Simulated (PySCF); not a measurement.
Species: isopropyl isocyanide, C4H7N.
Structure used (PBE0-D3(BJ)/def2-TZVP), in Å, numbered top down from 1:
```
atom  x, y, z in Å
C1     0.0946    2.7214    0.0286
N2    -0.0603    1.5821   -0.1578
C3    -0.2281    0.1809   -0.3499
C4    -0.9636   -0.4179    0.8388
C5     1.1246   -0.4716   -0.5879
H6    -0.8442    0.0634   -1.2475
H7    -0.3656   -0.3147    1.7461
H8    -1.1465   -1.4791    0.6609
H9    -1.9208    0.0800    0.9965
H10    1.6265   -0.0272   -1.4478
H11    1.7643   -0.3484    0.2880
H12    0.9905   -1.5387   -0.7737
```

All values: wB97X-D/pcSseg-2 (PySCF, non-relativistic), on one gas-phase PBE0-D3(BJ)/def2-TZVP geometry that isn't relaxed in the solvent. The solvent is an IEF-PCM continuum (van der Waals radii × 1.2). Specific hydrogen bonds and non-electrostatic terms are outside this model.

Gas phase at wB97X-D/pcSseg-2: HOMO -10.60 eV, LUMO 1.94 eV, dipole 4.06 D.

Task: What does the continuum do to the energy, the frontier levels and the dipole at wB97X-D/pcSseg-2 in chloroform?

Result: 
```json
{"solvent": "chloroform", "ε": "4.711", "E(solvent) − E(gas) (kcal/mol)": "-3.96", "polarisation term (kcal/mol)": "-4.57", "distortion of the solute (kcal/mol)": "0.61", "HOMO (eV)": "-10.96", "LUMO (eV)": "2.15", "dipole (D)": "4.86"}
```

The first energy column is the sum of the next two and covers electrostatics alone.

Task: Which radius a makes the point-dipole formula ΔE = −[(ε − 1)/(2ε + 1)]·μ²/a³ give the value in chloroform, with the gas-phase dipole?

Result: μ = 1.596 au and |ΔE| = 0.00631 Eh give a = 2.77 Å; the farthest nucleus lies 2.72 Å from the centroid of the nuclei. The formula assumes a rigid point dipole at the centre of a sphere.

Task: Give the dipole vector in the frame of the coordinates (D, pointing from negative to positive charge), gas and chloroform.

Result: Gas (-0.42, -4.01, -0.46), solvent (-0.53, -4.79, -0.59). Its length changes by +20 % and its direction by less than 1°.

Hardware: an Arm Neoverse N1 with one thread, no GPU, shared host. Cost: 66 s wall, 1.2 GiB resident at most. This is the whole shielding run at wB97X-D/pcSseg-2 in chloroform, SCF included.

Note: wB97X-D ran without an empirical dispersion term, which enters the total energy and its gradient alone.
